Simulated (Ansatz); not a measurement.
**CH6Si, triplet: from triple and quadruple zeta to the limit**

```xyz
8

Si   -0.9136    0.0000    0.0000
H    -1.4085    1.3997    0.0000
H    -1.4085   -0.6999    1.2122
H    -1.4085   -0.6999   -1.2122
H     0.7254    0.0000    0.0000
C     2.0214    0.0000    0.0000
H     2.4358    0.0000    0.9962
H     2.4358    0.0000   -0.9962
```

Ansatz 0.2.0, UHF determinant, valence electrons correlated. Energies in eV.

```tsv
set	X	functions	Hartree–Fock	MP2 correlation	CCSD(T) correlation	time
def2-TZVPP	3	157	-8984.2050	-7.7601	-9.3385	2.4 s on 1 × NVIDIA H100 80GB HBM3 with 1 thread of AMD EPYC 7R13 Processor (Zen 3) (shared host)
def2-QZVPP	4	307	-8984.5076	-8.2753	-9.7765	9 s on 1 × NVIDIA H100 80GB HBM3 with 1 thread of AMD EPYC 7R13 Processor (Zen 3), on a shared host
```

Hartree–Fock is taken to follow E(X) = E∞ + A·exp(−7.88·√X), correlation E(X) = E∞ + B·X^−2.97.

Cautions: lower spins were not checked.

Problem. Work out the CCSD(T) energy at the limit, and how far the shortcut misses it that extrapolates MP2 and adds CCSD(T) minus MP2 from the smaller set.

Solution. Hartree–Fock: E∞ = E4 + 0.1377·(E4 − E3) = -8984.5493. Correlation: E∞ = E4 + 0.7407·(E4 − E3) = -10.1009 for CCSD(T) and -8.6570 for MP2. The limit is -8994.6502 eV, 0.366 eV below def2-QZVPP. The shortcut gives a correlation energy of -8.6570 + (-1.5785) = -10.2355, 135 meV lower than the direct value.

Past Ne part of the Hartree–Fock step between the two sets comes from the cores, which don't follow the formula, so the 42 meV that it adds to the total can overshoot; that part largely cancels in differences.
